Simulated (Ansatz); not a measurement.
**CH3OS−: a rigid scan of the bond length S2–O3**

How does the energy rise as the bond length S2–O3 leaves its equilibrium value, and do density functionals follow CCSD(T)? No other atom is relaxed.

Computed with Ansatz 0.2.0, Gaussian basis. Level: single points in def2-TZVPPD.

Levels: PBE-D4, r2SCAN-D4, PBE0-D4, B3LYP-D4, wB97M-V, Hartree-Fock, MP2, CCSD, CCSD(T). The scan takes 1.345, 1.391, 1.458, 1.537, 1.624, 1.718, 1.818, 1.923, 2.033 Å.

Cores are frozen in the correlated methods. B3LYP uses VWN-RPA correlation.

35 further runs of the same task are left out: 35 set aside as unsound or not needed.

### Step 1. The system as given

The minimum, relaxed at PBE0-D4: SMILES `CS[O-]`, 6 atoms, charge -1, spin multiplicity 1.

Atoms are counted from 1 here; the program's logs count them from 0.

Bond lengths: C1–S2 1.811 Å, C1–H4 1.098 Å, C1–H5 1.098 Å, C1–H6 1.097 Å, S2–O3 1.564 Å. Angles: S2–C1–H4 111.0°, S2–C1–H5 111.0°, S2–C1–H6 107.9°, H4–C1–H5 108.4°, H4–C1–H6 109.2°, H5–C1–H6 109.2°, C1–S2–O3 104.6°.

Geometry (Å):

```xyz
6

C    -0.2947    0.3554   -0.2833
S     0.0228   -1.2907    0.4019
O     1.3777   -1.1440    1.1687
H    -0.3753    1.1052    0.5149
H     0.5104    0.6600   -0.9650
H    -1.2409    0.3141   -0.8372
```

Energies of the minimum (eV), from earlier single points: PBE-D4 -13961.96610, r2SCAN-D4 -13967.55102, PBE0-D4 -13962.70916, B3LYP-D4 -13970.77357, wB97M-V -13968.10974, CCSD(T) -13951.19049.

At the minimum the bond length S2–O3 is 1.564 Å.

### Step 2. S2–O3 = 1.345 Å

Input file ccsdt-tzvppd/in.yaml:

```yaml
crystal:
  periodic: [false, false, false]
  atoms:
    - {symbol: C, position_ang: [-0.294709, 0.355403, -0.283308]}
    - {symbol: S, position_ang: [0.022775, -1.290697, 0.401864]}
    - {symbol: O, position_ang: [1.188131, -1.164494, 1.061441]}
    - {symbol: H, position_ang: [-0.375324, 1.105173, 0.514910]}
    - {symbol: H, position_ang: [0.510437, 0.660023, -0.965036]}
    - {symbol: H, position_ang: [-1.240905, 0.314060, -0.837180]}
basis:
  gaussian: {orbitals: "def2-TZVPPD.json"}
total_charge: -1
correlation: {method: ccsd_t}
```

The basis file named in the input lies beside it (Basis Set Exchange, JSON).

No record of the launch command was kept for these runs.

After this run come: S2–O3 = 1.391 Å; S2–O3 = 1.458 Å; S2–O3 = 1.537 Å; S2–O3 = 1.624 Å; S2–O3 = 1.718 Å; S2–O3 = 1.818 Å; S2–O3 = 1.923 Å; S2–O3 = 2.033 Å.

What does the calculation give? Wanted: highest point, CCSD(T); lowest point, CCSD(T); minimum along the scan, CCSD(T); RMS deviation from CCSD(T); largest T1 diagnostic.

The runs gave:

| quantity | value |
| --- | --- |
| highest point, CCSD(T) | 33.7 kcal/mol at 1.345 Å |
| lowest point, CCSD(T) | 0.0 kcal/mol at 1.564 Å |
| minimum along the scan, CCSD(T) | 1.582 Å |
| curvature there | 30.0 eV/Å² |
| RMS deviation from CCSD(T) | PBE-D4 0.2, r2SCAN-D4 2.0, PBE0-D4 3.5, B3LYP-D4 1.2, wB97M-V 2.8, Hartree-Fock 6.3, MP2 3.3, CCSD 1.5 kcal/mol |
| largest T1 diagnostic | 0.030 |

What this shows: A polynomial through the near points puts the CCSD(T) minimum 0.018 Å above the PBE0-D4 value. The well is lopsided: squeezing costs more than stretching by the same length. Curvature against CCSD(T): PBE-D4 -2 %, Hartree-Fock +28 %. The curve of PBE-D4 lies nearest to CCSD(T), that of Hartree-Fock farthest. The T1 diagnostic is large here, over the usual mark for main-group molecules (transition-metal compounds often pass it harmlessly), so CCSD(T) itself may be off. The restricted Hartree–Fock reference is unstable towards an unrestricted one at one or more of these structures.
